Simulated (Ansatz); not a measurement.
# C2H2NO: the cost of one run

Program: Ansatz 0.2.0. Level of theory: RKS PBE0/def2-SVP. These are calculated values, not measurements.

1 further run of the same task is left out (it didn't finish).

**1. The structure to begin with**

Bond lengths: N1–C2 1.290 Å, C2–C3 1.246 Å, C3–O4 1.417 Å, N1–H5 1.031 Å, O4–H6 0.964 Å. Angles: N1–C2–C3 158.6°, C2–N1–H5 112.4°, C2–C3–O4 137.8°, C3–O4–H6 108.7°.

As a file:

```xyz
6

N     0.5127   -0.2362   -1.7158
C     0.0644   -0.0591   -0.5192
C    -0.7521    0.1847    0.3896
O    -0.8473    0.0059    1.7917
H     1.0799    0.5599   -2.0447
H    -0.0576   -0.4551    2.0983
```

**2. Relaxing end A**

Contents of input.yaml:

```yaml
crystal:
  periodic: [false, false, false]
  atoms:
    - { symbol: "N", position_ang: [0.51274, -0.23622, -1.71579] }
    - { symbol: C, position_ang: [0.06435, -0.05912, -0.51919] }
    - { symbol: C, position_ang: [-0.7521, 0.18465, 0.38962] }
    - { symbol: O, position_ang: [-0.84728, 0.0059, 1.7917] }
    - { symbol: H, position_ang: [1.07989, 0.5599, -2.04466] }
    - { symbol: H, position_ang: [-0.0576, -0.45511, 2.09832] }
total_charge: -1
basis:
  gaussian: { orbitals: def2-SVP }
hamiltonian:
  xc: pbe0
relax:
  f_tol: 0.02
  max_steps: 50
output:
  orbitals: {}
```

Run with:

```bash
> ansatz run input.yaml --threads 1 --pin off --max-ram 2048MiB --backend cpu --events-out ev --progress --plain --runs-dir out
```

What time and memory should one allow on 1 thread of Arm Neoverse V1, shared host?

About 20 s, with a peak of 0.13 GiB.
